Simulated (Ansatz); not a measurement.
Results of r²SCAN (Ansatz, a quantum-chemistry and plane-wave program, PAW) for anatase TiO2 (metastable phase).

Run with plane-wave cutoff 560 eV, 12×12×12 k mesh, Fermi–Dirac smearing 0.01 eV, no spin polarisation, scalar-relativistic PAW data made under PBE.

Cell (relaxed at this level):

```cif
data_O8Ti4
_chemical_formula_sum 'Ti4 O8'
_space_group_name_H-M_alt 'I41/amd :1'
_space_group_IT_number 141
_space_group_name_Hall 'I 4bw 2bw -1bw'
_cell_length_a 3.77782
_cell_length_b 3.77782
_cell_length_c 9.58313
_cell_angle_alpha 90.000
_cell_angle_beta 90.000
_cell_angle_gamma 90.000
loop_
_atom_site_label
_atom_site_type_symbol
_atom_site_symmetry_multiplicity
_atom_site_Wyckoff_symbol
_atom_site_fract_x
_atom_site_fract_y
_atom_site_fract_z
_atom_site_occupancy
Ti1 Ti 4 a 0.00000 0.00000 0.00000 1
O1 O 8 e 0.00000 0.00000 0.20728 1
```
(The calculation used a cell of 6 atoms; values per cell refer to that cell.)

Give the computed Γ–Γ gap, bulk modulus and band gap.


- Γ–Γ gap: 3.00 eV
- bulk modulus: 190 GPa
- band gap: 2.53 eV (indirect)

Note: the bulk modulus comes from volumes at which shape and atoms were relaxed.

Computed values are for the static lattice.

Computing time: about 11 core-minutes (a rough figure).
